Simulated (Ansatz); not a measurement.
Reaction (SMILES): C(Cl)Cl → Cl[CH-]Cl + H+
B3LYP-D3(BJ)/def2-TZVP geometries, fixed; electronic energies without zero-point terms.

Basis-set convergence of the deprotonation energy at B2PLYP with Ansatz (a first-principles code). Cartesian d functions, on some or all atoms, in 6-31G*, 6-31+G*, 6-311G**, 6-311+G**; all else is spherical. Cores are frozen. No added dispersion term, no relativity. Functions are those of the species that has most. Reference: the value in aug-pcseg-3, 384.29 kcal/mol, itself unsure by roughly 0.21 kcal/mol (its mean distance from aug-cc-pV(Q+d)Z, def2-QZVPPD). Deviations are taken from unrounded values.

```
basis            functions  deprotonation energy (kcal/mol)
---------------  ---------  -------------------------------
6-31G*                  57                           394.01
6-31+G*                 69                           384.39
def2-SVP                60                           399.40
def2-SVPD               90                           383.74
pcseg-1                 60                           385.11
aug-pcseg-1             95                           380.64
cc-pV(D+d)Z             70                           391.80
aug-cc-pV(D+d)Z        105                           380.67
6-311G**                84                           387.44
6-311+G**               96                           385.11
def2-TZVP              117                           387.33
def2-TZVPD             147                           383.68
pcseg-2                126                           388.03
aug-pcseg-2            192                           384.36
cc-pV(T+d)Z            136                           388.53
aug-cc-pV(T+d)Z        202                           383.66
def2-TZVPP             143                           388.06
def2-TZVPPD            173                           384.41
cc-pV(Q+d)Z            243                           386.20
aug-cc-pV(Q+d)Z        350                           383.94
pcseg-3                254                           385.15
aug-pcseg-3            361                           384.29
def2-QZVPP             257                           385.34
def2-QZVPPD            287                           384.23
```

What the diffuse functions change, pair by pair:
- 6-31G* to 6-31+G*: 12 more functions, deviation 9.72 to 0.10 kcal/mol
- def2-SVP to def2-SVPD: 30 more functions, deviation 15.11 to -0.55 kcal/mol
- pcseg-1 to aug-pcseg-1: 35 more functions, deviation 0.82 to -3.65 kcal/mol
- cc-pV(D+d)Z to aug-cc-pV(D+d)Z: 35 more functions, deviation 7.51 to -3.61 kcal/mol
- 6-311G** to 6-311+G**: 12 more functions, deviation 3.15 to 0.82 kcal/mol
- def2-TZVP to def2-TZVPD: 30 more functions, deviation 3.04 to -0.61 kcal/mol
- pcseg-2 to aug-pcseg-2: 66 more functions, deviation 3.74 to 0.07 kcal/mol
- cc-pV(T+d)Z to aug-cc-pV(T+d)Z: 66 more functions, deviation 4.24 to -0.63 kcal/mol
- def2-TZVPP to def2-TZVPPD: 30 more functions, deviation 3.77 to 0.12 kcal/mol
- cc-pV(Q+d)Z to aug-cc-pV(Q+d)Z: 107 more functions, deviation 1.91 to -0.35 kcal/mol
- pcseg-3 to aug-pcseg-3: 107 more functions, deviation 0.86 to 0.00 kcal/mol
- def2-QZVPP to def2-QZVPPD: 30 more functions, deviation 1.05 to -0.06 kcal/mol

Leaving out the reference's own pair, they bring the value nearer the reference by more than 0.21 kcal/mol in 10 of 11 pairs.
